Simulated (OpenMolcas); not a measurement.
# RI-MP2/cc-pVTZ (RICD fitting) run of S2F2 (Thio-thionyl fluoride)

Aim: the energy change on altering one bond length of S2F2 (Thio-thionyl fluoride) at RI-MP2/cc-pVTZ (RICD fitting), from 2 runs. 

Program for the calculation: OpenMolcas 26.06.

**1. Starting point**

The species is S2F2 (4 atoms), meant as a singlet with charge 0. SMILES: `FS(F)=S`. The coordinates come from a GFN2-xTB relaxation.

Bond lengths: F1–S2 1.681 Å, S2–F3 1.682 Å, S2–S4 1.873 Å. Angles: F1–S2–F3 90.0°, F1–S2–S4 108.4°, F3–S2–S4 108.4°.

**2. A single-point energy at RI-MP2/cc-pVTZ (RICD fitting)**

File job.input:

```
>>> EXPORT MOLCAS_PRINT=2

&GATEWAY
  BasLib=$CurrDir
  Coord
  4
  angstrom
  F        0.766610       0.341640       1.237090
  S       -0.514710      -0.073220       0.231030
  F        0.333030      -1.428520      -0.291570
  S       -0.584940       1.160090      -1.176550
  Basis=cc-pVTZ
  Group=NoSym
  RICD

&SEWARD

&SCF
  PrOrbitals=0

&MBPT2
  Frozen=12
```

The basis set cc-pVTZ is read from a file made from the Basis Set Exchange's data (not shown).

The run is started by

```
$ export MOLCAS_MEM=1860
$ pymolcas job.input > job.log
```

Log:

```text
--- Start Module: gateway ---
[...]
--- Stop Module: gateway /rc=_RC_ALL_IS_WELL_ ---
[...]
      Basis functions          128
[...]
--- Start Module: scf ---
[...]
       Convergence after  13 Iterations
[...]
::    Total SCF energy                               -993.9736648837
[...]
      Total spin, S                                     0.0000000000
[...]
      Total electronic charge=   50.000000
      Total            charge=   -0.000000
[...]
      Dipole Moment (debye):
      Origin of the operator (angstrom)=   -0.1400    0.1383   -0.1203
                   X= -1.7424E+00               Y=  2.4207E-01               Z=  2.1977E-01           Total=  1.7728E+00
      Quadrupole Moment (debye*angstrom):
[...]
--- Stop Module: scf /rc=_RC_ALL_IS_WELL_ ---
[...]
--- Start Module: mbpt2 ---
[...]
WARNING!
Default frozen orbitals as non valence orbitals is overwritten by user input.
Default values:  12
[...]
       Reference weight ( Cref**2 )         =        0.79761
::    Total MBPT2 energy                             -994.8500693288
[...]
--- Stop Module: mbpt2 /rc=_RC_ALL_IS_WELL_ ---
[...]
```

It took 16 s on 1 thread of AMD EPYC 7R43 (Zen 3), shared host; peak memory 0.087 GiB.

**3. The distorted shape at the same level**

File job.inp:

```
&GATEWAY
  BasLib = $CurrDir
  Coord
  4
  angstrom
  F        0.836839      -0.891644       2.644640
  S       -0.444481      -1.306504       1.638580
  F        0.403259      -2.661804       1.115980
  S       -0.584940       1.160090      -1.176550
  Basis = cc-pVTZ
  Group = NoSym
  RICD

&SEWARD

&SCF
  PrOrbitals = 0

&MBPT2
  Frozen = 12
```

The basis set cc-pVTZ is read from a file made from the Basis Set Exchange's data (not shown).

The run is started by

```
$ export MOLCAS_MEM=1860
$ pymolcas job.inp > job.log
```

Log:

```text
--- Start Module: gateway ---
[...]
--- Stop Module: gateway /rc=_RC_ALL_IS_WELL_ ---
[...]
      Basis functions          128
[...]
--- Start Module: scf ---
[...]
       Convergence after  19 Iterations
[...]
::    Total SCF energy                               -993.8480857479
[...]
      Total spin, S                                     0.0000000000
[...]
      Total electronic charge=   50.000000
      Total            charge=   -0.000000
[...]
      Dipole Moment (debye):
      Origin of the operator (angstrom)=   -0.0917   -0.7082    0.8458
                   X= -2.0040E+00               Y=  6.6641E-01               Z= -1.9782E-01           Total=  2.1211E+00
      Quadrupole Moment (debye*angstrom):
[...]
--- Stop Module: scf /rc=_RC_ALL_IS_WELL_ ---
[...]
--- Start Module: mbpt2 ---
[...]
WARNING!
Default frozen orbitals as non valence orbitals is overwritten by user input.
Default values:  12
[...]
       Reference weight ( Cref**2 )         =        0.81844
::    Total MBPT2 energy                             -994.6655019623
[...]
--- Stop Module: mbpt2 /rc=_RC_ALL_IS_WELL_ ---
[...]
```

Run time: 22 s. Hardware: 1 thread of AMD EPYC 7R43 (Zen 3), shared host; peak memory 0.087 GiB.

**4. Summary of results**

At RI-MP2/cc-pVTZ (RICD fitting), 12 core orbitals frozen:

| quantity | value |
| --- | --- |
| first shape: total energy | -994.85007 Eh |
| first shape: dipole moment (mean-field density) | 1.77 D |
| first shape: HOMO energy (Hartree–Fock orbitals) | -11.08 eV |
| first shape: LUMO energy (Hartree–Fock orbitals) | 0.94 eV |
| first shape: HOMO–LUMO gap (Hartree–Fock orbitals) | 12.03 eV |
| first shape: correlation energy (12 core orbitals frozen) | -876.4 mEh |
| distorted shape: total energy | -994.66550 Eh |
| distorted shape: dipole moment (mean-field density) | 2.12 D |
| distorted shape: HOMO energy (Hartree–Fock orbitals) | -11.05 eV |
| distorted shape: LUMO energy (Hartree–Fock orbitals) | -1.88 eV |
| distorted shape: HOMO–LUMO gap (Hartree–Fock orbitals) | 9.17 eV |
| distorted shape: correlation energy (12 core orbitals frozen) | -817.4 mEh |
| energy change with the S2–S4 bond stretched from 1.873 to 3.746 Å | 5.022 eV |

In words: One bond (distorted shape) is far stretched, which a spin-restricted single reference describes badly; perturbation theory on it can break down and give far too much correlation. With the S2–S4 bond stretched from 1.873 to 3.746 Å the energy rises by 5.02 eV (485 kJ/mol). The first shape isn't relaxed at this level, so the change isn't measured from a minimum. A restricted reference can't describe the breaking bond well at this length.
